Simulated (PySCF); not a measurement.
# Telling isomers of C5H9N apart by NMR

How the numbers were obtained: shieldings: GIAO PBE0/pcSseg-1, structure optimised with GFN2-xTB, in PySCF 2.14.0 with density-fitted response routines (non-relativistic Hamiltonian, a single conformation, no solvent, one averaged value for each set of equivalent atoms).

References, each an isolated molecule treated in the same way: TMS for $^{1}$H and $^{13}$C. Where no couplings were computed, multiplicities follow the n + 1 count of equivalent neighbours, and m marks all less simple cases (inequivalent or close neighbours, rings, F or P nearby). Shifts are as computed. Against solution values, carbons near 30 ppm lie about +3 ppm off and those near 130 ppm about +5 ppm (rms about the fit 2.1 ppm; single classes can miss by 10 ppm). Of 1328 compounds with measured shifts, 309 miss one by over three times the rms of a fit or turn the order of signals round; such compounds aren't used in these exercises. Signals without a measured value on file couldn't be tested in this way; 1H shifts scatter by 0.2 ppm about their fit, and single ones miss by 0.5 ppm. OH and NH positions are gas-phase values without hydrogen bonding to other molecules.

(1) Tabulate the signals of `C=CN=C(C)C`, `C=C[C@@H]1N[C@@H]1C` and their relative energies.

(2) What is the quickest way to tell C=CN=C(C)C from C=C[C@@H]1N[C@@H]1C?

## Answers

(1) 
```tsv
SMILES	carbon types	δC	δH	E rel. (kcal/mol)
C=CN=C(C)C	1×C 1×CH 1×CH2 2×CH3	167.1, 150.4, 97.5, 31.4, 19.3	7.21 (m, 1H), 4.34 (m, 1H), 4.06 (m, 1H), 2.06 (s, 3H), 1.98 (s, 3H)	0.0
C=C[C@@H]1N[C@@H]1C	3×CH 1×CH2 1×CH3	144.0, 117.3, 38.2, 35.9, 15.0	6.53 (m, 1H), 5.46 (m, 1H), 4.69 (m, 1H), 2.50 (m, 1H), 2.07 (m, 1H), 1.02 (d, 3H), -0.07 (br s, 1H)	15.7
```

Energies are electronic energies at PBE0/pcSseg-1 on these geometries, without zero-point or thermal terms, each for the one conformer computed, which needn't be the lowest.

(2) Both give the same number of carbon signals, but DEPT or the intensities differ. The first has a C=N carbon (C) at 167.1 ppm, the second an aziridine ring carbon (CH) at 38.2 ppm. Their most deshielded carbons lie at 167.1 and 144.0 ppm. In the proton spectra the most deshielded non-exchanging signals are 7.21 (m, 1H) and 6.53 (m, 1H).
